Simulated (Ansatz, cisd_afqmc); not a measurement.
System: H3, charge 0, doublet.
HTBH set geometry:
```
H
H 1 0.9295
H 1 0.9295 2 180.00
```
Charge 0, spin multiplicity 2.

Total energies in aug-cc-pVTZ, 3 correlated electrons, 0 frozen orbitals. Radicals and triplets start from unrestricted determinants; spin-orbit coupling is neglected. Cores are frozen in correlated methods. No relativity. AFQMC/CISD: phaseless, guided by CISD from CCSD amplitudes; bars are statistical, one sigma. Outlying blocks are dropped, and bars are widened where a walk drifts. Over all cases where full CI ran beside it in this data, AFQMC minus full CI had a median of +0.1 mEh and passed +0.4 mEh in a tenth of the cases. Full CI freezes restricted core orbitals and the other rows unrestricted ones, which leaves a small offset even where coupled cluster is exact. The UHF reference of H3 (saddle point or complex, doublet) is spin-contaminated (<S^2> up to 0.04 over the pure value in the sets run).

| method | program | energy (Eh) | error against FCI (mEh) |
|---|---|---|---|
| HF | Ansatz | -1.60484 | 52.18 |
| MP2 | Ansatz | -1.64397 | 13.05 |
| CCSD | Ansatz | -1.65640 | 0.61 |
| CCSD(T) | Ansatz | -1.65689 | 0.13 |
| CCSDT | Ansatz | -1.65701 | 0.00 |
| AFQMC/CISD | cisd_afqmc | -1.6570 ± 0.0001 | 0.0 ± 0.1 |
| FCI | Ansatz | -1.65701 | 0.00 |

Ansatz is a program for electronic structure.
